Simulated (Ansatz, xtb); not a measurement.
## Relative energy of two conformers of C2H7O3+

Structure X: `OC[C@H](O)[OH2+]`, a singlet. Structure Y: `OC[C@H](O)[OH2+]`, a singlet. Both are isolated ions in the gas phase, relaxed with PBE0-D3(BJ)/def2-SVP.

X (Å):

| atom | x (Å) | y (Å) | z (Å) |
| --- | --- | --- | --- |
| C | -1.7796 | -0.7210 | 1.5616 |
| C | -0.5083 | -0.3731 | 0.8071 |
| O | -2.3670 | -1.7514 | 0.8005 |
| O | -0.1494 | 0.8927 | 0.9792 |
| O | -0.9319 | -0.5995 | -0.6867 |
| H | -3.2306 | -2.0261 | 1.1352 |
| H | -1.5147 | -1.0414 | 2.5821 |
| H | -2.4133 | 0.1816 | 1.6228 |
| H | 0.2886 | -1.1258 | 0.8983 |
| H | 0.7983 | 1.0336 | 0.8386 |
| H | -1.7182 | -1.2391 | -0.5433 |
| H | -1.2566 | 0.2366 | -1.0743 |

Y (Å):

```xyz
12

C    -0.3216   -0.0677   -0.3217
C    -0.3120   -1.3584    0.4671
O    -0.2636    0.9134    0.6912
O    -1.3483   -1.5798    1.2641
O     0.9680   -1.0990    1.3686
H    -0.2472    1.8102    0.3326
H     0.5402   -0.0265   -1.0087
H    -1.2522   -0.0252   -0.9129
H    -0.0292   -2.2628   -0.0856
H    -1.7612   -0.7446    1.5416
H     0.8835   -0.1261    1.5795
H     0.9490   -1.6306    2.1873
```

Q: Estimate E(Y) − E(X) at the level CCSD(T)/def2-SVP + ΔMP2/def2-TZVPP.

A: Too close to call at this level: CCSD(T)/def2-SVP + ΔMP2/def2-TZVPP gives E(Y) − E(X) = −0.19 kcal/mol.

The same difference at several levels:

| level | geometry | E(Y) − E(X) (kcal/mol) | departure from the last row (kcal/mol) | job, with rough time for the two |
| --- | --- | --- | --- | --- |
| PBE0-D3(BJ)/def2-SVP | PBE0-D3(BJ)/def2-SVP | +0.31 | +0.50 | optimisation, 92 s |
| HF/def2-SVP | PBE0-D3(BJ)/def2-SVP | −1.20 | −1.01 | part of the CCSD(T) run |
| MP2/def2-SVP | PBE0-D3(BJ)/def2-SVP | −0.28 | −0.09 | part of the CCSD(T) run |
| CCSD(T)/def2-SVP | PBE0-D3(BJ)/def2-SVP | −0.42 | −0.23 | single point |
| CCSD(T)/def2-SVP + ΔMP2/def2-TZVPP | PBE0-D3(BJ)/def2-SVP | −0.19 |  | single point, 35 s |

The largest departure from CCSD(T)/def2-SVP + ΔMP2/def2-TZVPP is that of HF/def2-SVP, 1.01 kcal/mol. Levels run at GFN2-xTB geometries aren't shown. The last row adds to CCSD(T) the change of the MP2 difference between the two basis sets, here +0.23 kcal/mol.

With harmonic frequencies from PBE0-D3(BJ)/def2-SVP (ideal gas, rigid rotor, one conformer each, 298.15 K, 1 atm): the zero-point term adds +0.34 kcal/mol; ΔH is +0.17 and ΔG +0.06 kcal/mol.

The correlated steps freeze 5 core orbitals. Run with Ansatz 0.2.0; the last row on 2 threads of Arm Neoverse V1 on a shared host.
